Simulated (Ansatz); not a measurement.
# NH₄ (doublet): the correlation ladder at distance N1–H4 along a hydrogen transfer = 1.230 Å, cc-pVDZ

Aim: climb from Hartree-Fock through coupled cluster and multireference methods for NH₄ (doublet) at one geometry and basis, and see what each rung misses.

Program: Ansatz 0.2.0, Gaussian basis. Level of theory: cc-pVDZ, core rule «outside noble gas», up to 1 orbitals frozen. These are calculated values, not measurements.

The runs, in order: UHF; CCSD(T) on ROHF; CCSD(T) on UHF; BCCD(T) on ROHF; CISD; CCSDT(Q) on ROHF; CCSDT(Q) on UHF; CCSDTQ on ROHF; CASSCF and MRCISD+Q, 3 electrons in 3 orbitals; CASSCF and NEVPT2, 3 electrons in 3 orbitals; CASSCF and MRCISD+Q, 9 electrons in 8 orbitals; CASSCF and NEVPT2, 9 electrons in 8 orbitals.

## Step 1: The geometry

The geometry derives from fragments relaxed apart (PBE0/def2-TZVP) and kept rigid, so it is no stationary point. A hydrogen atom is moved between rigid fragments.

5 atoms, charge 0, spin multiplicity 2.

Atoms are counted from 1 here; the program's logs count them from 0.

Bond lengths: N1–H2 1.012 Å, N1–H3 1.012 Å, N1–H4 1.230 Å. Angles: H2–N1–H3 107.1°, H2–N1–H4 107.1°, H3–N1–H4 107.1°.

## Step 2: UHF

Input file in.yaml:

```yaml
crystal:
  periodic: [false, false, false]
  atoms:
    - {symbol: N, position_ang: [-0.162013, -0.031601, -0.049186]}
    - {symbol: H, position_ang: [-0.459293, 0.936233, -0.049186]}
    - {symbol: H, position_ang: [-0.459292, -0.433900, 0.831073]}
    - {symbol: H, position_ang: [1.067987, -0.031600, -0.049187]}
    - {symbol: H, position_ang: [2.101987, -0.031600, -0.049187]}
basis:
  gaussian: {orbitals: cc-pVDZ}
magnetization: {spin_polarized: true, initial_magnetization: 1}
hamiltonian: {xc: hf}
output: {orbitals: {seedname: orbitals}}
```

The run is started by

```sh
> ansatz run in.yaml --threads 1 --pin off --events-out ev --progress --plain --max-ram 4096MiB --backend cpu
```

The runs that follow: CCSD(T) on ROHF; CCSD(T) on UHF; BCCD(T) on ROHF; CISD; CCSDT(Q) on ROHF; CCSDT(Q) on UHF; CCSDTQ on ROHF; CASSCF and MRCISD+Q, 3 electrons in 3 orbitals; CASSCF and NEVPT2, 3 electrons in 3 orbitals; CASSCF and MRCISD+Q, 9 electrons in 8 orbitals; CASSCF and NEVPT2, 9 electrons in 8 orbitals.

**Question.** What will the summary of the whole plan be? Wanted: RCCSDTQ below the RHF energy; RMP2 from RCCSDTQ; UMP2 from RCCSDTQ; RCCSD from RCCSDTQ; RCCSD(T) from RCCSDTQ; UCCSD(T) from RCCSDTQ; RCCSDT(Q) from RCCSDTQ; UCCSDT(Q) from RCCSDTQ; NEVPT2 pair from RCCSDTQ.

As calculated:

```
                         quantity                                                                                value
     RCCSDTQ below the RHF energy                                                                           -6.3392 eV
                RMP2 from RCCSDTQ                                                                           +716.0 meV
                UMP2 from RCCSDTQ                                                                           +790.9 meV
               RCCSD from RCCSDTQ                                                                           +167.2 meV
            RCCSD(T) from RCCSDTQ                                                                            +25.2 meV
            UCCSD(T) from RCCSDTQ                                                                            +24.3 meV
           RCCSDT(Q) from RCCSDTQ                                                                             -0.8 meV
           UCCSDT(Q) from RCCSDTQ                                                                             -0.9 meV
         NEVPT2 pair from RCCSDTQ                                                                           +652.4 meV
       MRCISD+Q pair from RCCSDTQ                                                                            +55.2 meV
      NEVPT2 valence from RCCSDTQ                                                                           +757.8 meV
levels within 1 kcal/mol (43 meV)  RCCSD(T), UCCSD(T), BCCD(T), RCCSDT, UCCSDT, RCCSDT(Q), UCCSDT(Q), MRCISD+Q valence
                    T1 diagnostic                                                                                0.036
   effectively unpaired electrons                                                                                 1.02
```

In words: RCCSD(T) misses by +25.2 meV, 0.4 % of the correlation energy. One determinant dominates. Of the multireference levels listed MRCISD+Q valence comes nearest in total energy (+5.4 meV), which doesn't show that its space is the better one. These misses are within one basis, not against nature; the frozen cores of restricted and unrestricted runs differ, which can shift their rows.
